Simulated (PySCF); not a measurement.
Stepwise substitution at one centre (Al H-F). Gas-phase values, no solvent. Strings in code marks are SMILES.

These are PySCF with TPSSh-D3(BJ)/def2-TZVP // CAM-B3LYP-D3(BJ)/def2-TZVP values and carry that method's errors. Delta-SCF ions had no search for a lower state. Excitations are Tamm–Dancoff values on a coarser integration grid. The basis has no diffuse functions, so Rydberg states are missing or too high.

```tsv
species	HOMO (eV)	HOMO–LUMO gap (eV)	vertical ionisation energy (Delta-SCF) (eV)	brightest of the four lowest singlets (TDA) (eV)
0 of 3 H replaced by F	-8.05	(withheld)	11.13	–
1 of 3 H replaced by F (`[F][AlH2]`)	-8.23	6.61	11.36	8.00
2 of 3 H replaced by F (`[F][AlH][F]`)	-9.44	8.32	12.76	8.73
3 of 3 H replaced by F (`[F][Al]([F])[F]`)	-10.57	8.82	(withheld)	(withheld)
```

### Question
Complete the blanks.

### Answer

- 0 of 3 H replaced by F, HOMO–LUMO gap (eV): 6.05
- 3 of 3 H replaced by F (`[F][Al]([F])[F]`), vertical ionisation energy (Delta-SCF) (eV): 13.89
- 3 of 3 H replaced by F (`[F][Al]([F])[F]`), brightest of the four lowest singlets (TDA) (eV): 8.91
